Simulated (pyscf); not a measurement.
Optimised with ωB97X-D3(BJ)/def2-SVP in PySCF.

Task: Estimate by transition-state theory the rate constant of `[OH][InH][OH]` + `[CH4]` -> `[CH3][In]([OH])[OH]` + `[H][H]` (singlet surface; H–In, C–H broken, C–In, H–H formed) at 1200 K, with ωB97M-D3(BJ)/def2-TZVP energies (ideal gas, 1 atm, RRHO with modes under 100 cm⁻¹ raised to 100, one conformer, R ln 2 for rigid chiral ones; no tunnelling).

Result: The electronic barrier is 60.6 kcal/mol and the thermal terms add +29.4, so ΔG‡ = 90.0 kcal/mol. With k_BT/h = 2.50e+13 s⁻¹ and RT = 2.385 kcal/mol, and a volume of 1.64e-19 cm³ per molecule at 1 atm, k = 1.6e-22 cm³ molecule⁻¹ s⁻¹. Wigner's tunnelling factor for 1836i cm⁻¹ would be 1.20. A shift of 1 kcal/mol in the barrier changes k by a factor 1.5. On the reactant side the descent ends in a complex (not fully relaxed), 4.1 kcal/mol under the separated species and 62.5 kcal/mol under the saddle at ωB97X-D3(BJ)/def2-TZVP. At the saddle there is also a short H–In contact that neither side keeps. At ωB97X-D3(BJ) the barrier from the zero used here is 58.3 kcal/mol. This is the saddle that the search found; another between the same sides may lie lower. Elements past Kr carry the def2 core potentials, without spin-orbit coupling.
